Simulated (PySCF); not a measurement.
**C4H9OS: g tensor and hyperfine couplings**

C4H9OS (doublet state).
Atom-mapped SMILES: `[CH3:1][CH2:2][O:3][CH:4][CH2:5][SH:6]` (hydrogens: H7, H8, H9 on C1; H10, H11 on C2; H12 on C4; H13, H14 on C5; H15 on S6)

Structure used (GFN2-xTB), in Å, numbered top down from 1:
```xyz
15
C4H9OS angstrom
C      1.863    0.571   -0.212
C      1.379   -0.650    0.565
O      0.007   -0.550    0.891
C     -0.876   -0.825   -0.096
C     -2.187   -0.279   -0.022
S     -2.240    1.522   -0.843
H      2.915    0.460   -0.457
H      1.732    1.470    0.386
H      1.294    0.682   -1.133
H      1.901   -0.725    1.522
H      1.558   -1.564   -0.015
H     -0.496   -1.255   -1.013
H     -2.535   -0.088    0.987
H     -2.919   -0.799   -0.629
H     -1.399    2.036    0.047
```

The hyperfine couplings belong to this conformer and change with its torsions.

Computed with UKS B3LYP, pcH-1 on C H O S, non-relativistic, mean-field spin-orbit, GIAO (PySCF 2.14.0). The structure is a single GFN2-xTB conformer in the gas phase; no vibrational or solvent corrections. A GFN2-xTB geometry isn't a minimum of the functional, and hyperfine couplings can be far from their values at a DFT geometry. No stability test was run, so a lower SCF solution isn't excluded.

- g1, g2, g3: 2.00205, 2.00320, 2.00572
- g_iso: 2.00366
- Form of g: rhombic: the two nearest values differ by 31 % of g3 − g1
- ⟨S²⟩: 0.7567 (exact 0.7500)
- α and β electrons: 29, 28
- HOMO–LUMO gap, α and β orbitals: 5.16, 4.67 eV
- Total energy: -631.21997 Eh

Hyperfine couplings atom by atom, in MHz; T1 to T3 are the principal values of the dipolar part:

```json
{"atom": "C1", "isotope": "13C", "a_iso": "3.2", "of which spin–orbit": "0.0", "T1": "-1.6", "T2": "-0.5", "T3": "2.2", "Mulliken spin population": "0.01"}
{"atom": "C2", "isotope": "13C", "a_iso": "-0.3", "of which spin–orbit": "0.0", "T1": "-1.8", "T2": "-1.1", "T3": "2.9", "Mulliken spin population": "-0.01"}
{"atom": "O3", "isotope": "17O", "a_iso": "-30.6", "of which spin–orbit": "0.0", "T1": "-59.3", "T2": "28.5", "T3": "30.8", "Mulliken spin population": "0.11"}
{"atom": "C4", "isotope": "13C", "a_iso": "81.7", "of which spin–orbit": "0.0", "T1": "-67.3", "T2": "-66.2", "T3": "133.5", "Mulliken spin population": "0.76"}
{"atom": "C5", "isotope": "13C", "a_iso": "6.0", "of which spin–orbit": "0.0", "T1": "-7.8", "T2": "1.7", "T3": "6.2", "Mulliken spin population": "-0.08"}
{"atom": "S6", "isotope": "33S", "a_iso": "32.8", "of which spin–orbit": "0.1", "T1": "-25.1", "T2": "-23.2", "T3": "48.3", "Mulliken spin population": "0.23"}
{"atom": "H7", "isotope": "1H", "a_iso": "0.3", "of which spin–orbit": "0.0", "T1": "-1.5", "T2": "-1.0", "T3": "2.4", "Mulliken spin population": "0.00"}
{"atom": "H8", "isotope": "1H", "a_iso": "0.3", "of which spin–orbit": "0.0", "T1": "-1.9", "T2": "-1.2", "T3": "3.1", "Mulliken spin population": "0.00"}
{"atom": "H9", "isotope": "1H", "a_iso": "-0.7", "of which spin–orbit": "0.0", "T1": "-3.2", "T2": "-2.0", "T3": "5.2", "Mulliken spin population": "0.00"}
{"atom": "H10", "isotope": "1H", "a_iso": "-1.0", "of which spin–orbit": "0.0", "T1": "-3.1", "T2": "-2.5", "T3": "5.6", "Mulliken spin population": "0.00"}
{"atom": "H11", "isotope": "1H", "a_iso": "6.3", "of which spin–orbit": "0.0", "T1": "-3.4", "T2": "-3.2", "T3": "6.6", "Mulliken spin population": "0.01"}
{"atom": "H12", "isotope": "1H", "a_iso": "-50.2", "of which spin–orbit": "0.0", "T1": "-30.8", "T2": "-1.0", "T3": "31.9", "Mulliken spin population": "-0.04"}
{"atom": "H13", "isotope": "1H", "a_iso": "19.0", "of which spin–orbit": "0.0", "T1": "-5.2", "T2": "-2.5", "T3": "7.7", "Mulliken spin population": "0.01"}
{"atom": "H14", "isotope": "1H", "a_iso": "23.3", "of which spin–orbit": "0.0", "T1": "-5.9", "T2": "-2.2", "T3": "8.1", "Mulliken spin population": "0.01"}
{"atom": "H15", "isotope": "1H", "a_iso": "-9.1", "of which spin–orbit": "0.1", "T1": "-7.6", "T2": "1.5", "T3": "6.1", "Mulliken spin population": "-0.01"}
```

The Mulliken spin populations are largest on C4 (+0.76), S6 (+0.23), O3 (+0.11) and C5 (-0.08). The positive populations add up to 1.14 and the negative ones to -0.14, together 2S = 1. The angles at C4 add up to 358.5°, so it is nearly planar; its axial dipolar tensor and the negative coupling of its proton fit spin in a p orbital normal to that plane.

Axes: g3 points within 7° of the C2–O3 bond.

Under fast tumbling the dipolar parts average out, and these isotropic splittings remain: 1 × 1H (H12, I = 1/2, 2 lines) with 1.79 mT, 2 × 1H (H13/H14, I = 1/2, 3 lines) with 0.75 mT, 1 × 1H (H15, I = 1/2, 2 lines) with 0.32 mT and 2 × 1H (H10/H11, I = 1/2, 3 lines) with 0.09 mT.

Nuclei that the bonding pattern makes equivalent are averaged, as if the motion that swaps them (rotation, inversion, ring flip) were fast. The 1H value of +2.7 MHz is a mean of couplings from -1.0 to 6.3 MHz in this one geometry, not an average over conformers.

The 17O coupling of O3 (-30.6 MHz) shows only in satellite lines or after enrichment, since that isotope makes up about 0.038 % of natural oxygen.

The 33S coupling of S6 (32.8 MHz) shows only in satellite lines or after enrichment, since that isotope makes up about 0.76 % of natural sulfur.

The spin density at the nucleus, in bohr⁻³, is negative for H12 (-0.0112) and H15 (-0.0021), for instance. A restricted open-shell determinant has no negative spin density anywhere; here it arises because α and β orbitals differ (spin polarisation).
